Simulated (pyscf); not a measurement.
F–ZnH + HO–SiH₃ → H₃Si–O–ZnH + HF, a four-centre exchange (singlet surface; F–Zn, H–O broken, O–Zn, F–H formed). Optimised with ωB97X-D3(BJ)/def2-SVP in PySCF. Energies in kJ/mol from the separated reactants.

Small-basis levels: PySCF, no dispersion term, spherical d functions. AM1 to PM7: differences of heats of formation from MOPAC, which are fitted to 298 K values and so differ in kind from electronic energies by zero-point and thermal terms. GFN2-xTB: tblite. Cost: rough CPU time at the saddle relative to B3LYP/6-31G*+LANL2DZ, from one job on a shared machine.

```tsv
level	barrier	reaction energy	cost
HF/3-21G	-144.1	+3.6	0.06
HF/6-31G*+LANL2DZ	-22.6	+27.1	0.1
MP2/6-31G*+LANL2DZ	-58.9	+18.1	0.1
SVWN5/6-31G*+LANL2DZ	-122.1	+33.4	1
BP86/6-31G*+LANL2DZ	-71.0	+38.2	1
PBE/6-31G*+LANL2DZ	…	+40.5	2
B3LYP/3-21G	-155.5	+26.7	0.6
PBE/def2-SVP	-68.8	+18.0	1
GFN2-xTB	-20.5	+97.1	under 0.02
PM3	111.0	-45.7	under 0.02
PM6	…	-50.0	under 0.02
PM7	19.6	-50.6	under 0.02
ωB97M-D3(BJ)/def2-TZVP	…	+16.3	–
```

Q: Fill in the missing entries.

A: 
- PBE/6-31G*+LANL2DZ, barrier: -76.2
- PM6, barrier: -17.7
- ωB97M-D3(BJ)/def2-TZVP, barrier: -21.2

Against the last row the barrier runs from -134.3 (B3LYP/3-21G) to +132.2 kJ/mol (PM3). ωB97M-D3(BJ)/def2-TZVP has limits of its own. On the reactant side the descent ends in an adduct with a O–Zn contact, 54.7 kJ/mol under the separated species and 28.0 kJ/mol under the saddle at ωB97X-D3(BJ)/def2-TZVP. On the product side the descent ends in an adduct with a F–Zn contact, 47.8 kJ/mol under the separated species and 9.4 kJ/mol under the saddle at ωB97X-D3(BJ)/def2-TZVP. At ωB97M-D3(BJ) the saddle lies under the separated reactants, which points to a path from their complex (located at ωB97X-D3(BJ) alone). At ωB97M-D3(BJ) the saddle lies under the separated products, which points to a path from their complex (located at ωB97X-D3(BJ) alone), and parting the products costs more than the saddle. What is counted as formed (O–Zn) is already present as a longer contact in the reactant adduct; forming that adduct is a step of its own. What is counted as broken (F–Zn) persists as a longer contact in the product adduct; parting that adduct is a step of its own. One saddle was located; it need not be the lowest between these sides. In the def2 sets elements up to Kr have no core potential.
